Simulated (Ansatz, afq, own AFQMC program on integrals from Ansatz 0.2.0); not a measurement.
**MgGeH₂, triplet in cc-pVDZ, levels against CCSDT(Q)**

```xyz
4

Ge    0.0000   -0.3323    2.2107
Mg    0.0000   -0.1715   -1.8961
H     0.0000    0.8028    3.2748
H     0.0000   -0.2990   -3.5894
```

Connectivity, by distances: GeH ··· MgH.

Basis cc-pVDZ. Noble-gas cores (and the filled d shells of Ga–Kr and In–Xe) are frozen. Integrals, coupled cluster, full CI and functionals: Ansatz 0.2.0; the random walks run on the same integrals in our own AFQMC program. ph-AFQMC/CISD is guided by a CISD state made of CCSD amplitudes; releasing the constraint for a short imaginary time cuts its bias at the price of noise, slowly where states lie close. Error bars are statistical, one sigma. No spin–orbit coupling.

Determinant: ROHF, the one that the program's search chose, which needn't be the lowest solution. The geometry is a point of a scan.

No full CI on the walks' own integrals is used here; CCSDT(Q) serves as the reference and is uncertain by about the last step of the cluster series.

Cautions: no relativity below Rb; no spin-orbit coupling; inner d shell frozen; lower spins were not checked; a spin-contaminated unrestricted determinant lies lower (UHF 148 meV lower, ⟨S²⟩ 2.08).

* T1 diagnostic: 0.0357
* weight of the determinant in the CISD state: 0.882
* size of the correlated space: 8 electrons in 36 orbitals

Reference: CCSDT(Q), correlation energy -3.491 eV. The released energy is read at 2.40 1/Eh (meV from the phaseless value at times in 1/Eh: -1 ± 5 at 0.24, -6 ± 6 at 0.51, -5 ± 7 at 0.99, -17 ± 9 at 1.62, -15 ± 10 at 2.40).

| level | E − E(reference) (mEh) | share of correlation (%) |
| --- | --- | --- |
| HF | 128.31 | 0.00 |
| MP2 | 35.31 | 72.48 |
| CCSD | 3.29 | 97.43 |
| CCSD(T) | 0.98 | 99.24 |
| CCSDT | 0.09 | 99.93 |
| ph-AFQMC/HF | 5.23 ± 1.23 | 95.92 |
| ph-AFQMC/CISD | 0.91 ± 0.22 | 99.29 |
| released AFQMC | 0.35 ± 0.38 | 99.73 |

A walk keeps the symmetry of its determinant, which the program's search chose and which needn't be the lowest solution, so a lower state of the same spin and another symmetry isn't excluded. Released energies are given only where the last usable release times agree within the noise; a slower fall can still hide under it.
